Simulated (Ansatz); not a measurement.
The first iterations of a band of C$_{3}$H$_{5}$N (9 atoms, charge 0, multiplicity 1).

Level of theory: Ansatz, RHF/def2-SVP.

```yaml
movable_images: 5
climbing_image: yes
spring: 5.0 eV/Å²
optimiser: quadratic models (default)
start_path: through a guess of the saddle point
force_threshold: 0.05 eV/Å
iteration_limit: 60
end_points: relaxed
```

Initial state:

```xyz
9
Properties=species:S:1:pos:R:3
C 1.321 -0.221 0.027
C 0.309 0.631 -0.029
C -1.112 0.243 -0.226
N -1.680 -0.801 0.169
H 2.338 0.121 0.168
H 1.178 -1.290 -0.083
H 0.502 1.697 0.038
H -1.716 0.965 -0.778
H -1.052 -1.390 0.696
```

Final state:

```xyz
9
Properties=species:S:1:pos:R:3
C 1.481 0.012 -0.346
C 0.335 0.186 0.293
C -0.965 -0.258 -0.249
N -2.085 -0.126 0.297
H 2.421 0.347 0.072
H 1.523 -0.474 -1.315
H 0.319 0.676 1.262
H -0.927 -0.749 -1.222
H -2.012 0.339 1.191
```

| iteration | highest image above the first end (eV) | largest band force component (eV/Å) |
| --- | --- | --- |
| 1 | 1.297 | 8.788 |
| 2 | 0.202 | 1.388 |

Problem. Does the band converge within its limit, and where does its top end?

Solution. It converged. It ended after 8 iterations with the highest image 0.133 eV above the first end. A vibrational analysis at the climbing image gives one clearly imaginary mode, 178i cm⁻¹: a first-order saddle point.

Run time: 73 s on 1 thread of Intel(R) Xeon(R) Platinum 8488C (Sapphire Rapids), on a shared host, peak memory 0.17 GiB.
